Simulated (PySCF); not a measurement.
ethanol cation (C2H6O), SMILES CCO (connectivity only; charge and spin as stated), charge +1, multiplicity 2. Atoms are numbered in the order given.

```xyz
9

C     -0.2067     1.2217     0.0000
C      0.4744    -0.0914     0.0000
O     -0.2268    -1.2367     0.0000
H      0.5328     2.0227     0.0000
H     -0.8399     1.3372    -0.8874
H     -0.8399     1.3372     0.8874
H      1.2765    -0.2420     0.7949
H      1.2765    -0.2420    -0.7949
H     -1.1975    -1.1009     0.0000
```
Charge +1, spin multiplicity 2.

Geometry: PBE0-D3(BJ)/def2-TZVP. The multiplicity is an assumed one; other spin states were not compared. One conformer was computed; it need not be the lowest.

Level of theory: PBE0/pcH-1 (PySCF).

Unrestricted Kohn–Sham, ⟨S²⟩ = 0.755. Hyperfine tensors hold the contact and dipolar terms, without spin-orbit corrections.

Estimate the hyperfine couplings. (Estimate from the structure and the level; the computed values follow.)


```
nucleus    A(iso) (MHz)  A(iso) (G)  dipolar principal values (MHz)
---------  ------------  ----------  ------------------------------
13C no. 1         -10.7        -3.8                 -3.2, -0.8, 4.0
13C no. 2         -45.0       -16.1              -24.1, -17.0, 41.1
17O no. 3         -44.8       -16.0              -173.6, 85.3, 88.3
1H no. 4           -3.2        -1.2                 -2.8, -2.4, 5.2
1H no. 5           61.5        21.9                 -4.4, -1.9, 6.3
1H no. 6           61.5        21.9                 -4.4, -1.9, 6.3
1H no. 7          443.2       158.2              -16.6, -11.5, 28.1
1H no. 8          443.2       158.2              -16.6, -11.5, 28.1
1H no. 9          -42.7       -15.2              -38.6, -14.5, 53.2
```

And the g tensor (effective nuclear charges for spin-orbit coupling, GIAO)? (An estimate is asked for; the answer gives what the named calculation found.)

principal values 2.0021, 2.0061, 2.0108; isotropic 2.0063.
